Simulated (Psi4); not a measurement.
# CH3AlO (SMILES [CH3][Al]=[O]) at CC2/2ZaPa-NR (num frozen uocc 1)

We compute a single-point energy of CH3AlO. The job is set up through a Python script.

The calculation is run with Psi4 1.11.

## 1. The molecule

CH3AlO: 6 atoms, total charge 0, spin state singlet. SMILES: `[CH3][Al]=[O]`. Geometry: relaxed at PBE0-D4/def2-TZVP.

Bond lengths: C1–Al2 1.935 Å, Al2–O3 1.596 Å, C1–H4 1.092 Å, C1–H5 1.092 Å, C1–H6 1.092 Å. Angles: C1–Al2–O3 180.0°, Al2–C1–H4 110.5°, Al2–C1–H5 110.5°, Al2–C1–H6 110.5°, H4–C1–H5 108.4°, H4–C1–H6 108.4°, H5–C1–H6 108.4°.

## 2. A single-point energy at CC2/2ZaPa-NR (num frozen uocc 1)

ch3alo.xyz

```xyz
6
CH3AlO
C     -0.412500     0.498200    -0.315400
Al     0.696700    -0.841400     0.532500
O      1.611700    -1.946300     1.232100
H      0.065200     1.479100    -0.263900
H     -1.383600     0.560900     0.180800
H     -0.577400     0.249400    -1.366100
```

job.py

```python
import psi4

psi4.set_memory('1600 MB')
psi4.set_num_threads(1)
psi4.set_output_file('ch3alo.out', False)

with open('ch3alo.xyz') as f:
    atoms = ''.join(f.readlines()[2:])
geom = psi4.geometry('0 1\n' + atoms + '')

options = {'basis': '2ZaPa-NR', 'reference': 'rhf', 'scf_type': 'pk', 'freeze_core': True, 'num_frozen_uocc': 1}
psi4.set_options(options)

e = psi4.energy('cc2', molecule=geom)
print(f'cc2 energy: {e:.10f} Eh')
for k, v in sorted(psi4.core.scalar_variables().items()):
    print(f'{k:45s} {v:18.10f}')
```

The run is started by

```
$ python job.py
```

What values should one expect? Wanted: ground-state or mean-field energy; HOMO energy; LUMO energy; HOMO–LUMO gap; correlation energy; T1 diagnostic.

**Answer.** As computed:

Level: CC2/2ZaPa-NR (num frozen uocc 1), 7 core orbitals frozen.

| quantity | value |
| --- | --- |
| ground-state or mean-field energy | -356.81962 Eh |
| HOMO energy (Hartree–Fock orbitals) | -10.65 eV |
| LUMO energy (Hartree–Fock orbitals) | 0.24 eV |
| HOMO–LUMO gap (Hartree–Fock orbitals) | 10.89 eV |
| correlation energy (7 core orbitals frozen) | -419.5 mEh |
| T1 diagnostic | 0.043 |

**Reading.** The T1 diagnostic of 0.043 is above the customary mark of 0.02, so a single reference may not serve.
